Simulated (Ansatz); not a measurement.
Species: HS, net charge -1, singlet state. Whether it binds its extra electron was not tested at this geometry. SMILES: [SH-]
Coordinates optimised at B3LYP-D3(BJ)/def2-TZVP (Ansatz, a quantum-chemistry and plane-wave program):
```xyz
2

S      0.0000     0.0000    -0.0794
H      0.0000     0.0000     1.2697
```
Charge -1, spin multiplicity 1.

Parts of the frozen-core correlation energy in 6-31G (Ansatz, hartree). Frozen orbitals: 5; correlated occupied orbitals by spin: 4 and 4; virtual: 6 and 6. No spin-orbit coupling. Non-relativistic.

| term | value |
|---|---|
| reference (HF) | -398.07584 |
| MP2 opposite-spin | -0.04234 |
| MP2 same-spin | -0.00933 |
| CCSD correlation | -0.06310 |
| (T) | -0.00044 |
| FCI minus CCSD(T) | -0.00020 |
| T1 diagnostic | 0.005 |
| largest doubles amplitude | 0.088 |
